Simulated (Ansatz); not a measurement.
Chalcopyrite CdGeAs2 was calculated with PBE (Ansatz, a quantum-chemistry and plane-wave program, PAW).

Numerical settings: plane-wave cutoff 520 eV, 8×8×8 k mesh, Fermi–Dirac smearing 0.01 eV, scalar-relativistic PAW data made under PBE.

Response to compression and expansion:

Shape and atoms are relaxed at each volume.

```json
[
 {"V (Å³/atom)": "25.205", "P (GPa)": "2.36", "c (Å)": "11.310", "a (Å)": "5.971"},
 {"V (Å³/atom)": "25.730", "P (GPa)": "1.12", "c (Å)": "11.401", "a (Å)": "6.009"},
 {"V (Å³/atom)": "26.255", "P (GPa)": "0.00", "c (Å)": "11.488", "a (Å)": "6.047"},
 {"V (Å³/atom)": "26.780", "P (GPa)": "-0.99", "c (Å)": "11.574", "a (Å)": "6.084"},
 {"V (Å³/atom)": "27.305", "P (GPa)": "-1.88", "c (Å)": "11.658", "a (Å)": "6.122"}
]
```

Note: the gap of the solid is closed in this run; this level leaves the solid without a gap, although one is measured; the bulk modulus comes from volumes at which shape and atoms were relaxed.
